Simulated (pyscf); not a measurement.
`[OH2]` + `[Cl][ZnH]` → `[OH][Zn][Cl]` + `[H][H]`, a four-centre exchange (singlet surface; H–O, H–Zn broken, O–Zn, H–H formed). Structures and frequencies: ωB97X-D3(BJ)/def2-SVP in PySCF. Energies in kJ/mol from the separated reactants.

AM1 to PM7: differences of heats of formation from MOPAC, which are fitted to 298 K values and so differ in kind from electronic energies by zero-point and thermal terms. 

Task: Quick AM1 single points give ΔE‡ = 222.2 kJ/mol and ΔE = +132.0 kJ/mol. What does ωB97M-D3(BJ)/def2-TZVP give, and how far is the quick result from it?

Result: ωB97M-D3(BJ)/def2-TZVP gives ΔE‡ = 89.7 kJ/mol and ΔE = -0.9 kJ/mol. AM1 lies 132.5 kJ/mol over it in the barrier and 132.9 kJ/mol over it in the reaction energy, so on this step it does not hold to within 12.6 kJ/mol. ωB97M-D3(BJ)/def2-TZVP has limits of its own. On the reactant side the descent ends in an adduct with a O–Zn contact (not fully relaxed), 53.9 kJ/mol under the separated species and 137.4 kJ/mol under the saddle at ωB97X-D3(BJ)/def2-TZVP. What is counted as formed (O–Zn) is already present as a longer contact in the reactant adduct; forming that adduct is a step of its own. At the saddle there is also a short H–Zn contact that neither side keeps. One saddle was located; it need not be the lowest between these sides. In the def2 sets elements up to Kr have no core potential.
